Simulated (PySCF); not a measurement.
SiH⁺ at PBE0

Computed with PBE0; PySCF, no relativity, basis sets Si def2-TZVP, H def2-TZVP.

- state: ³Π (triplet), unpaired electrons σ ↑, π ↑, a second solution, started from another occupation
- bond length: 1.547 Å
- harmonic wavenumber: 1742 cm⁻¹
- force constant: 1.74 mdyn/Å
- rotational constant Be: 7.240 cm⁻¹
- anharmonicity ωexe: 84.0 cm⁻¹
- vibration–rotation constant αe: 0.389 cm⁻¹
- energy of the minimum from ground-state Si⁺ + H: -1.26 eV
- bond order (Mayer): 0.80
- dipole moment (positive dipole points towards H; it is taken about the centre of mass and depends on that origin): 0.46 D

For an ion De counts to the pair picked by the measured ionisation energies or electron affinities, which need not be the lowest pair at this level.
